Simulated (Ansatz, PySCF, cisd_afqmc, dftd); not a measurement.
System: Si₂, charge 0, triplet. Si2 (SMILES [Si]=[Si], triplet).
B3LYP-D3(BJ)/def2-TZVP minimum from Ansatz (a first-principles code):
```xyz
2

Si     0.0000     0.0000    -1.1339
Si     0.0000     0.0000     1.1339
```
Charge 0, spin multiplicity 3.

Quantity: enthalpy of formation at 298 K (by atomisation, with ideal-gas terms from PySCF's Hessian at B3LYP-D3(BJ)/def2-TZVP and the atoms' measured values of the G2/97 table; no spin-orbit terms), in kcal/mol. UHF or UKS for unpaired electrons; spin-orbit terms are left out. Correlated methods leave the cores frozen. Rows without X2C or -DK are non-relativistic. AFQMC is phaseless with a CISD trial state; ± is one standard error, without the phaseless bias. Outlying blocks are dropped, and bars are widened where a walk drifts. Over all cases where full CI ran beside it in this data, AFQMC minus full CI had a median of +0.1 mEh and passed +0.4 mEh in a tenth of the cases. CBS(X,Y): correlation extrapolated as X^-3, Hartree-Fock from the larger set (Q,5: extrapolated as (X+1)exp(-9√X)). A bracket is a step between two methods taken in the basis named. The functionals are non-relativistic, so their misses hold any scalar relativity. Double hybrids freeze cores in their MP2 part. 'core' is core correlation in cc-pwCVTZ (1s frozen past Ne), 'X2C' scalar relativity in cc-pVTZ-DK, both at CCSD(T).

Measured: 139.9 kcal/mol, 585.3 kJ/mol (G2/97 table in ASE (Curtiss et al.)); atomic spin-orbit terms, which the calculations lack, would raise the computed values.

```json
[
 {"level": "HF/cc-pV(D+d)Z", "program": "Ansatz", "enthalpy of formation at 298 K (kcal/mol)": "175.7", "error against that value": "35.8"},
 {"level": "r2SCAN-D4/def2-TZVPD", "program": "Ansatz + dftd4", "enthalpy of formation at 298 K (kcal/mol)": "136.0", "error against that value": "-3.9"},
 {"level": "r2SCANh-D4/def2-TZVPD", "program": "Ansatz + dftd4", "enthalpy of formation at 298 K (kcal/mol)": "137.6", "error against that value": "-2.3"},
 {"level": "B2PLYP-D4/def2-TZVPD", "program": "Ansatz + dftd4", "enthalpy of formation at 298 K (kcal/mol)": "140.1", "error against that value": "0.2"},
 {"level": "CCSDT(Q)/cc-pV(Q+d)Z", "program": "Ansatz", "enthalpy of formation at 298 K (kcal/mol)": "140.1", "error against that value": "0.2"},
 {"level": "AFQMC/CISD/cc-pV(Q+d)Z", "program": "cisd_afqmc", "enthalpy of formation at 298 K (kcal/mol)": "141.1 ± 0.2", "error against that value": "1.2"},
 {"level": "CCSD(T)/CBS(cc-pV(Q+d)Z,cc-pV(5+d)Z) + [AFQMC/CISD - CCSD(T)]/cc-pV(T+d)Z + core + X2C", "program": "Ansatz + cisd_afqmc", "enthalpy of formation at 298 K (kcal/mol)": "139.1 ± 0.2", "error against that value": "-0.8"},
 {"level": "CCSD(T)/CBS(cc-pV(Q+d)Z,cc-pV(5+d)Z) + [CCSDT(Q) - CCSD(T)]/cc-pV(T+d)Z + core + X2C", "program": "Ansatz", "enthalpy of formation at 298 K (kcal/mol)": "137.9", "error against that value": "-2.0"},
 {"level": "CCSD(T)/CBS(cc-pV(Q+d)Z,cc-pV(5+d)Z) + [CCSDT(Q) - CCSD(T)]/cc-pV(Q+d)Z + [CCSDTQ - CCSDT(Q)]/cc-pV(D+d)Z + core + X2C", "program": "Ansatz", "enthalpy of formation at 298 K (kcal/mol)": "137.9", "error against that value": "-2.0"}
]
```
